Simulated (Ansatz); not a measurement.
CH₈BN⁺, that is B(NH2Me)H3 with one electron fewer. Charge 1, multiplicity 2. Geometry PBE-D4/def2-TZVP, that of the neutral singlet; atoms count from 1.

| atom | x (Å) | y (Å) | z (Å) |
| --- | --- | --- | --- |
| B1 | 0.629 | -0.652 | -1.014 |
| N2 | 0.334 | 0.501 | 0.109 |
| C3 | -0.882 | 0.262 | 0.923 |
| H4 | 0.256 | 1.405 | -0.368 |
| H5 | 1.151 | 0.572 | 0.724 |
| H6 | -1.042 | 1.058 | 1.664 |
| H7 | -1.739 | 0.200 | 0.243 |
| H8 | -0.770 | -0.705 | 1.425 |
| H9 | -0.350 | -0.654 | -1.740 |
| H10 | 0.764 | -1.689 | -0.385 |
| H11 | 1.649 | -0.299 | -1.582 |

Q: Estimate the Mulliken populations from the PBE0/def2-TZVP orbitals of Ansatz.

A: 
```json
{"atom": "B1", "charge (e)": "-0.25", "spin (α − β)": "0.35"}
{"atom": "N2", "charge (e)": "-0.21", "spin (α − β)": "0.00"}
{"atom": "C3", "charge (e)": "-0.33", "spin (α − β)": "0.01"}
{"atom": "H4", "charge (e)": "0.30", "spin (α − β)": "0.00"}
{"atom": "H5", "charge (e)": "0.30", "spin (α − β)": "0.00"}
{"atom": "H6", "charge (e)": "0.21", "spin (α − β)": "0.01"}
{"atom": "H7", "charge (e)": "0.19", "spin (α − β)": "0.00"}
{"atom": "H8", "charge (e)": "0.19", "spin (α − β)": "0.00"}
{"atom": "H9", "charge (e)": "0.15", "spin (α − β)": "0.11"}
{"atom": "H10", "charge (e)": "0.15", "spin (α − β)": "0.11"}
{"atom": "H11", "charge (e)": "0.29", "spin (α − β)": "0.41"}
```
Mulliken values and Mayer orders depend strongly on the basis.

Q: Where does the spin sit?

A: Summed by element: B 0.35, N 0.00, C 0.01, H 0.64, of 1 unpaired in all. Largest on single atoms: H11 0.41, B1 0.35, H9 0.11.

Q: And the Mayer bond orders between bonded heavy atoms (over 0.3)?

A: B1–N2 0.86 (1.64 Å); N2–C3 0.91 (1.48 Å).
